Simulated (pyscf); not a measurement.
A first-order saddle from PySCF, ωB97X-D3(BJ)/def2-SVP:

```xyz
10

Ga    -1.4198    -1.4449    -0.1128
H     -0.7011    -1.1952     1.5287
H     -0.7703    -2.6946    -0.7690
H     -2.9046    -0.9728    -0.0862
O     -0.1978     0.1103    -0.1685
Si    -0.3630     1.7101    -0.6233
H     -0.3009    -0.4426     0.9716
H     -0.9022     1.7553    -2.0132
H      0.9631     2.3853    -0.5747
H     -1.3063     2.4221     0.2891
```
Charge 0, spin multiplicity 1.

Surface: singlet, charge 0. Lowest wavenumbers (cm⁻¹): 1354i, 60, 67, 142, 418.

Task: What reaction is this the transition state of?

Result: GaH₃ + HO–SiH₃ ⇌ H₃Si–O–GaH₂ + H₂, a four-centre exchange read from left to right: Ga–H, H–O broken and Ga–O, H–H formed. At ωB97M-D3(BJ)/def2-TZVP it lies +34.2 kJ/mol from the left side and +98.2 kJ/mol from the right (each side as separated species at their lowest minima found). On the reactant side the descent ends in an adduct with a Ga–O contact, 66.1 kJ/mol under the separated species and 90.0 kJ/mol under the saddle at ωB97X-D3(BJ)/def2-TZVP. What is counted as formed (Ga–O) is already present as a longer contact in the reactant adduct; forming that adduct is a step of its own. At the saddle there is also a short Ga–H contact that neither side keeps. At ωB97X-D3(BJ)/def2-TZVP the barrier from the zero used here is 23.9 kJ/mol. This is the saddle that the search found; another between the same sides may lie lower. Elements up to Kr have no core potential and no relativistic terms here.
